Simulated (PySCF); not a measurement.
Excitations are Tamm–Dancoff values on a coarser integration grid. The basis has no diffuse functions, so Rydberg states are missing or too high.

Cartesian coordinates (Å):
```xyz
5

O     -0.5070     1.2243     0.1676
C     -0.4147     0.0423     0.0247
O      0.7319    -0.6287    -0.1084
H     -1.2614    -0.6573    -0.0175
H      1.4512     0.0195    -0.0664
```
Charge 0, multiplicity 1.

Estimate the S1 excitation (TDA), total energy and S1 oscillator strength that PySCF with PBE-D3(BJ)/def2-TZVP // PBE0-D3(BJ)/def2-TZVP returns for this input.


| Item | Value |
|---|---|
| S1 excitation (TDA) | 5.80 eV |
| total energy | -189.6467 Ha |
| S1 oscillator strength | 0.001 |
